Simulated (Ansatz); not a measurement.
1T (CdI2-type) PtS2 was calculated with LDA (PAW; Ansatz, an electronic-structure program).

Total energies, extrapolated to zero smearing (they compare only within this program, potentials and cutoff; free atoms with spin allowed, lowest state found):

| system | energy (eV/atom) |
|---|---|
| 1T (CdI2-type) PtS2, relaxed | -4661.7995 |
| free Pt atom | -12237.8746 |
| free S atom | -865.6304 |

Task: Work out the cohesive energy per atom.

Result: E_coh = [1 × (-12237.8746) + 2 × (-865.6304)]/3 − (-4661.7995) = 5.42 eV/atom. The reference value is 4.26 ± 0.03 eV/atom (derived here from tabulated measurements, copied from a table, unchecked, brought to a static lattice with a Debye model, atoms in their spin–orbit ground levels; inputs from the CRC Handbook), not set against a level without spin–orbit coupling.

Spin–orbit coupling, which matters for such heavy atoms, is left out.

The PAW data were made under PBE.

Note: the cell comes from a level without a dispersion term, which matters for the spacing of layers, chains or molecules.
